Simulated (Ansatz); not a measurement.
## YAlGeO₅ (Pbam, No. 55; cell taken from a computed entry)

Method: r²SCAN+SOC in Ansatz (PAW).

Settings: plane-wave cutoff 560 eV, 4×4×6 k mesh (along the axes of the cell as run), Fermi–Dirac smearing 0.01 eV, PAW data made under PBE.

Cell (relaxed with PBEsol):

AlYGeO$_{5}$ has the orthorhombic space group Pbam (No. 55), Pearson symbol oP32. Lattice parameters: a = 7.231 Å, b = 8.325 Å, c = 5.614 Å, α = β = γ = 90.00°. Y on 4g is coordinated by 8 O at 2.271–2.474 Å. Al on 4f is surrounded by 6 O at 1.881–1.929 Å (octahedral). Ge on 4h is coordinated by 5 O at 1.760–1.913 Å. O1 on 4g is surrounded by 2 Al at 1.881 Å and 2 Y at 2.271–2.363 Å. O2 on 4h is coordinated by 1 Ge at 1.760 Å and 2 Al at 1.885 Å. O3 on 8i has 1 Ge at 1.834 Å and 1 Al at 1.929 Å and 1 Y at 2.326 Å and 1 Y at 2.474 Å. O4 on 4e sees 2 Ge at 1.913 Å and 2 Y at 2.389 Å. (Neighbours: up to the widest gap in distance over summed covalent radii, below 1.35, at either atom; cation-cation and far metal-metal contacts left out.)

```
Item                            Value
--------  ---------------------------
band gap  4.75 eV (on the SCF k mesh)
```

Note: cell and atoms aren't relaxed at this level (largest force component 0.33 eV/Å).

Static lattice: no zero-point or thermal effects.

Cost on a shared machine: roughly 50 core-minutes.

Ansatz is a quantum-chemistry and plane-wave program.
